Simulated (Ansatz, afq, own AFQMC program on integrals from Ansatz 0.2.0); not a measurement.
Two steps: Ansatz 0.2.0 writes the Fock matrix and Cholesky factors of the valence space, and afq projects on them the lowest state that overlaps trial and start.

```yaml
crystal:
  periodic: [false, false, false]
  atoms:
    - {symbol: O, position_ang: [-1.078828, -0.029147, 0.000000]}
    - {symbol: H, position_ang: [-1.328138, 0.897428, 0.000000]}
    - {symbol: H, position_ang: [0.087172, -0.029147, 0.000000]}
    - {symbol: C, position_ang: [1.260172, -0.029147, 0.000000]}
    - {symbol: H, position_ang: [1.674640, -0.029147, 0.996161]}
    - {symbol: H, position_ang: [1.674640, -0.029147, -0.996161]}
basis:
  gaussian: {orbitals: cc-pVTZ}
magnetization: {spin_polarized: true, initial_magnetization: 2}
correlation: {method: ccsd_t, electrons: outside_noble_gas, hamiltonian_folder: ham}
```

```sh
$ ansatz run in.yaml --threads 1 --pin off --events-out ev --progress --plain --max-ram 24576MiB --backend cuda --devices 0, --max-vram 18GiB
```

Options of the walk:

```
--method phaseless --trial hf --walkers 600 --populations 10 --least-time 40 --time-step 0.005 --steps-per-block 20 --equilibration-blocks 112 --max-blocks 4000 --target-error 0.0011 --factor-cut 1e-05 --start spin_pure --seed 2961 --taylor-order 6
```

Times are imaginary, in 1/Eh. The walk had a cap of 94 s. With eight or more populations the least sampling time is a fifth of least-time, and the error comes from their spread.

```
orbitals 114  electrons 8 6  factors 664 of 664
reference energy -114.94688316 Eh
CCSD correlation -0.42050497 Eh in 13 cycles, weight of the determinant in the CISD state 0.8790
energy of the start -114.948263 Eh
 block  time / (1/Eh)  mean weight  energy / Eh
     1     0.100  1.0028  -115.100910
     2     0.200  1.0050  -115.191097
     3     0.300  1.0029  -115.238252
     4     0.400  1.0038  -115.276084
     5     0.500  1.0015  -115.307544
    10     1.000  1.0022  -115.367219
   111    11.100  0.9995  -115.375701
   221    22.100  1.0005  -115.385301
   331    33.100  0.9998  -115.379374
   441    44.100  1.0008  -115.349443
   551    55.100  1.0000  -115.379844
   617    61.700  1.0008  -115.403730
   661    66.100  0.9992  -115.383133
   771    77.100  0.9993  -115.375000
   881    88.100  1.0014  -115.398065
error from the spread of 10 populations
energy -115.379383 +/- 0.001087 Eh
(rows thinned)
```

Problem. Estimate how long the walk took on 1 × NVIDIA H100 80GB HBM3 with 2 threads of AMD EPYC 7R13 Processor (Zen 3), with other jobs on the host (the card was shared).

Solution. 60 s of wall time.

The run passed its tests (sampling time, drift between the halves within three errors, error under three times the target), which doesn't prove that it has relaxed.

Against this walk (error 29.6 meV) on the same determinant: CCSD(T) 43.0 meV lower (within the noise), a separate phaseless walk with a CISD trial and standard settings 71.8 ± 29.9 meV lower. The error is statistical and leaves out the bias of the constraint. None of these is a sure reference here.

Cautions: constraint bias not in the error; lower spins were not checked.

A walk keeps the symmetry of its determinant, which the program's search chose and which needn't be the lowest solution, so a lower state of the same spin and another symmetry isn't excluded.
